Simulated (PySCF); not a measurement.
Ligands exchanged one at a time, Al H-F. Isolated molecules, 0 K electronic values unless said otherwise. Strings in code marks are SMILES.

The numbers are results of TPSSh-D3(BJ)/def2-TZVP // CAM-B3LYP-D3(BJ)/def2-TZVP (PySCF), not measurements. All candidates: neutral, multiplicity 1. 

```json
{
 "HOMO": "-8.23 eV",
 "LUMO": "-1.62 eV",
 "dipole_moment": "1.29 D"
}
```

Problem. Which member has these values?
A) `[F][Al]([F])[F]`
B) `[AlH3]`
C) `[F][AlH2]`
D) `[F][AlH][F]`

Solution. C, `[F][AlH2]`. The others give `[F][Al]([F])[F]`: -10.57 eV, -1.75 eV, 0.00 D; `[F][AlH][F]`: -9.44 eV, -1.12 eV, 1.28 D; `[AlH3]`: -8.05 eV, -2.00 eV, 0.00 D
